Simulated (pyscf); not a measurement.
This saddle point was located with ωB97X-D3(BJ)/def2-SVP in PySCF.

```xyz
9

F      0.2428     1.1389    -1.1480
B      0.4192     0.5167     0.0481
F      1.3523     1.0042     0.9088
H      0.7124    -0.7827    -0.1947
C     -1.1228     0.4092     0.8747
H     -0.2084    -0.5696     0.3171
H     -1.9935     0.0911     0.2837
H     -1.1375    -0.0411     1.8778
H     -1.1645     1.5040     0.9904
```

Surface: singlet, charge 0. Lowest wavenumbers (cm⁻¹): 1409i, 90, 280, 393, 520.

Q: Which two sides does it connect, and which bonds change?

A: F–BH–F + methane (CH₄) <-> H₃C–B(F)–F + hydrogen (H₂), a four-centre exchange read from left to right: B–H, C–H broken and B–C, H–H formed. At ωB97M-D3(BJ)/def2-TZVP it lies +50.3 kcal/mol from the left side and +47.1 kcal/mol from the right (each side as separated species at their lowest minima found). At the saddle there is also a short B–H contact that neither side keeps. One saddle was located; it need not be the lowest between these sides.
